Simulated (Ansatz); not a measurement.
Input file:

```yaml
crystal:
  periodic: [false, false, false]
  atoms:
    - {symbol: Al, position_ang: [0.000000, 0.000000, 1.218012]}
    - {symbol: O, position_ang: [0.000000, 0.000000, -0.133988]}
    - {symbol: H, position_ang: [0.000000, 0.000000, -1.084024]}
basis:
  gaussian: {orbitals: 6-31G, fitting: {mean_field: def2-universal-jkfit}}
magnetization: {spin_polarized: false}
correlation: {method: bccd_t, electrons: all, diis_vectors: 12}
```

```sh
$ ansatz run in.yaml --threads 1 --pin off --events-out ev --progress --plain --max-ram 2393MiB
```

The program prints:

```
223 factors; integrals over basis functions are off by at most 1.7e-2 eV
mean field evaluation 1: about -8629.7805 eV, gradient 3.9e1 eV
mean field evaluation 2: about -8631.4191 eV, gradient 2.6e1 eV
mean field evaluation 4: about -8632.5828 eV, gradient 2.2e-1 eV
mean field evaluation 8: about -8631.4191 eV, gradient 2.6e1 eV
mean field -8632.58334038 eV, -317.2415863838 hartree, gradient 1.8e-6 eV, S^2 0.000000; 0 other end points of the search recorded, 0 dependent functions left out
reference -8632.58334038 eV, -317.2415863838 hartree; 11, 11 occupied and 13, 13 virtual orbitals, 223 factors
second order -4.07856399 eV of doubles, -0.00000000 eV of singles
cycle   1  -4.17584804 eV  change   -9.7e-2 eV  update   7.3e-2
cycle   2  -4.34454002 eV  change   -1.7e-1 eV  update   2.7e-2
cycle   3  -4.39460079 eV  change   -5.0e-2 eV  update   1.4e-2
cycle   4  -4.39038643 eV  change    4.2e-3 eV  update   2.5e-3
cycle   5  -4.38987753 eV  change    5.1e-4 eV  update   8.3e-4
cycle   6  -4.38996697 eV  change   -8.9e-5 eV  update   2.4e-4
cycle   7  -4.38980664 eV  change    1.6e-4 eV  update   7.0e-5
cycle   8  -4.38979454 eV  change    1.2e-5 eV  update   1.8e-5
perturbative correction -0.07516049 eV, -0.0027620970 hartree
Total energy: -8637.04829541 eV, -317.4056704546 hartree
```

Ran on 1 thread of Arm Neoverse V1, shared host: 0.27 s wall, 0.07 GiB peak host memory.
